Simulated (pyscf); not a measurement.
`[AsH]=[AsH]` + `[SiH4]` → `[SiH3][AsH][AsH2]` (addition across a multiple bond or ene-type step; singlet surface; H–Si broken, As–Si, As–H formed). PySCF, gas phase, ωB97X-D3(BJ)/def2-SVP geometries. Rate constants from transition-state theory at the high-pressure limit, ωB97M-D3(BJ)/def2-TZVP energies (ideal gas, 1 atm, RRHO with modes under 100 cm⁻¹ raised to 100, one conformer, R ln 2 for chiral ones without a mode under 150 cm⁻¹; no tunnelling), k in cm³ molecule⁻¹ s⁻¹.

```tsv
T (K)	1000/T	log10 k
298	3.354	-34.70
600	1.667	-23.66
900	1.111	-19.81
1200	0.833	?
```

Task: Fit an Arrhenius line to the three values, give the activation energy, and predict k at 1200 K.

Result: Least squares gives log10 k = -12.53 − 6.62 × 1000/T, so Ea = 6.62 × ln 10 × 1.987 = 30.3 kcal/mol, against an electronic barrier of 28.1. At 1200 K the line gives -18.05; the computed value is -17.77 (ΔG‡ = 68.0 kcal/mol), a factor 1.9 over the line, since the plot is curved. One saddle was located; it need not be the lowest between these sides. Elements up to Kr have no core potential and no relativistic terms here.
